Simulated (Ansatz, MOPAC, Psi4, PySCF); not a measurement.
Species: hydrogen fluoride, HF, net charge 0, singlet state. SMILES: F
Coordinates optimised at B3LYP-D3(BJ)/def2-TZVP (Ansatz, a program for electronic structure):
```xyz
2

F      0.0000     0.0000    -0.0925
H      0.0000     0.0000     0.8321
```

Quantity: size of the dipole moment, in D. Terms: no spin-orbit coupling; PM7 with its own dispersion and hydrogen-bond terms; 6-31G* and kin with 6d, 5d where marked; 6-311+G** with 5d; non-relativistic. First-principles rows: single points at B3LYP-D3(BJ) geometries (Ansatz). Semi-empirical rows: dipoles at the shared geometry.

Measured values: NIST CCCBDB, as tabulated in the package chemicals; dipoles are vibrational averages. 

Value to compare with, the measured value: 1.82 D.

| level | program | size of the dipole moment (D) | error |
|---|---|---|---|
| AM1 | MOPAC | 1.77 | -0.05 |
| PM7 | MOPAC | 1.50 | -0.32 |
| SVWN5/6-31G* | Ansatz | 1.87 | 0.05 |
| PBE/3-21G | Ansatz | 1.93 | 0.11 |
| PBE/def2-SVP | Ansatz | 1.80 | -0.02 |
| PBE/6-311+G** | Ansatz | 1.94 | 0.12 |
| BLYP/6-31G* | Ansatz | 1.79 | -0.03 |
| BP86/def2-SVP | PySCF | 1.81 | -0.01 |
| B3LYP/3-21G | Ansatz | 1.97 | 0.15 |
| B3LYP/cc-pVDZ | Ansatz | 1.81 | -0.01 |
| B3LYP/6-311+G** | Ansatz | 1.99 | 0.17 |
| wB97X-D/6-31G* | Psi4 | 1.90 | 0.08 |
| wB97X-D/6-311+G** | Psi4 | 2.00 | 0.18 |

Among the 13 habitual levels, PM7 lies farthest from the measured value (-0.32 D); 7 of 13 lie above it, and their mean absolute error is 0.10 D, the median 0.08. One case shows no general order.

The levels are drawn from those run, B3LYP/6-31G* more often than the rest, none by its result; runs whose electronic state is in doubt are left out.
